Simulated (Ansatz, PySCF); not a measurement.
This Ansatz (a first-principles code) input computes a BLYP/def2-TZVPD energy:

Ansatz 0.2 input:
```yaml
crystal:
  periodic: [false, false, false]
  atoms:
    - {symbol: N, position_ang: [0.00456047, 0.00186225, 0.14178543]}
    - {symbol: H, position_ang: [-0.02755881, 0.79955398, -0.50646319]}
    - {symbol: H, position_ang: [-0.00436445, -0.81258975, -0.48603483]}
basis:
  gaussian:
    orbitals: def2-TZVPD
hamiltonian:
  xc: {name: BLYP}
magnetization: {spin_polarized: true, initial_magnetization: 1}
output: {forces: true}
```

Write an input for the same energy in PySCF and say what it gives.


```python
from pyscf import gto, scf, dft

mol = gto.M(
    atom='''
    N     0.00456047    0.00186225    0.14178543
    H    -0.02755881    0.79955398   -0.50646319
    H    -0.00436445   -0.81258975   -0.48603483
    ''',
    basis='def2-tzvpd',
    charge=0,
    spin=1,
    verbose=4,
)

mf = dft.UKS(mol, xc='blyp').density_fit(auxbasis='def2-universal-jkfit')
mf.grids.level = 3
mf.conv_tol = 1e-9
mf.max_cycle = 100
mf.max_memory = 1500
mf.kernel()
if not mf.converged:
    mf = mf.newton()
    mf.kernel(mf.make_rdm1())
for _ in range(2):
    mo, _, stable, _ = mf.stability(return_status=True)
    if stable:
        break
    mf.kernel(mf.make_rdm1(mo, mf.mo_occ))
mf.analyze()
```
It gives -55.88534 Eh, and Ansatz -55.88531 Eh, a difference of 0.03 mEh, from the treatment of integrals and grids.
